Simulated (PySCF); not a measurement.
Working out the ionisation energy of B

B [He] 2s2 2p1 (2P) → B⁺ [He] 2s2 (1S). Calculation: PySCF 2.14, in aug-cc-pVDZ-DK (4s3p2d, 23 functions); the spin-free X2C one-electron Hamiltonian (Gaussian nucleus). Frozen: 1s2. Energies in hartree (1 hartree = 27.21139 eV):

| part | B (lower) | B⁺ (upper) |
| --- | --- | --- |
| UHF | -24.537302 | -24.241840 |
| CCSD correlation | -0.059615 | -0.058658 |
| (T) | -0.000908 | 0.000000 |

**Question.** What does Hartree-Fock give?

**Answer.** (-24.241840) − (-24.537302) = 0.295462 hartree = 8.040 eV.

**Question.** What do CCSD and CCSD(T) give?

**Answer.** The CCSD correlation energies differ by 0.000957 hartree = 0.026 eV and the triples by 0.000908 hartree = 0.025 eV, so CCSD gives 8.066 eV and CCSD(T) 8.091 eV.

Measured between the centres of the two terms (NIST): 8.297 eV, so CCSD(T) (valence) is off by -0.206 eV.

A double-zeta basis recovers only part of the correlation energy.

The coupled-cluster amplitudes are large, so a single reference is strained.

What remains against the reference includes basis incompleteness, the frozen core and higher excitations.
